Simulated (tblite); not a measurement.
E-propargylimine, C3H3N.
InChI=1S/C3H3N/c1-2-3-4/h1,3-4H/b4-3+

Computed with GFN2-xTB (tblite): harmonic, unscaled wavenumbers at the GFN2-xTB geometry, gas phase. The method is semi-empirical: single wavenumbers can be off by several per cent or more.

Harmonic wavenumbers (cm⁻¹): 195.6, 270.7, 527.2, 633.9, 676.9, 791.3, 955.4, 995.6, 1185.9, 1353.6, 1692.7, 2248.8, 2800.6, 3345.7, 3388.4.

A = 62735, B = 4890, C = 4537 MHz; mass 53.027 u (most abundant isotopes); point group Cs, symmetry number 1.

**Question.** What is the zero-point energy?

**Answer.** ½Σν̃ = 10531 cm⁻¹ = 30.11 kcal/mol.

**Question.** Give the ideal-gas entropy at 400 K and 1 bar in the rigid-rotor, harmonic-oscillator model (classical rotation).

**Answer.** Translation 39.31, rotation 23.84, vibration 8.51: S = 71.7 cal/(mol K).

**Question.** And Cp and H(400 K) − H(0)?

**Answer.** Cp = 19.45 cal/(mol K), of which vibrations give 11.50 (their classical limit is 15 R = 29.8); H(400 K) − H(0) = 5.26 kcal/mol without the zero-point energy, 2.08 from vibrations.

**Question.** What must be added to the electronic energy to get the Gibbs energy at 400 K and 1 bar?

**Answer.** ZPE + [H(400 K) − H(0)] − T·S = 30.11 + 5.26 − 28.66 = 6.71 kcal/mol.

**Question.** How do the functions run with temperature in this model?

**Answer.** 
| T (K) | S (cal/(mol K)) | Cp (cal/(mol K)) | H − H(0) (kcal/mol) | G − H(0) (kcal/mol) | ln q(vib) |
| --- | --- | --- | --- | --- | --- |
| 50 | 46.7 | 8.2 | 0.40 | -1.93 | 0.00 |
| 100 | 52.8 | 9.7 | 0.85 | -4.43 | 0.08 |
| 298.15 | 66.4 | 16.4 | 3.43 | -16.37 | 1.02 |
| 373.15 | 70.3 | 18.7 | 4.75 | -21.50 | 1.49 |
| 500 | 76.3 | 21.9 | 7.33 | -30.80 | 2.33 |
| 750 | 86.0 | 26.2 | 13.38 | -51.14 | 4.02 |
| 1000 | 94.0 | 29.1 | 20.32 | -73.67 | 5.63 |

q(vib) and H(0) count from the zero-point level.

**Question.** Which modes carry the vibrational entropy at 400 K?

**Answer.** 195.6 cm⁻¹: 2.73; 270.7 cm⁻¹: 2.12; 527.2 cm⁻¹: 0.99; 633.9 cm⁻¹: 0.73; 676.9 cm⁻¹: 0.65; 791.3 cm⁻¹: 0.47 cal/(mol K); the other 9 give 0.83 together.

Hindered rotation and anharmonicity are outside this model.
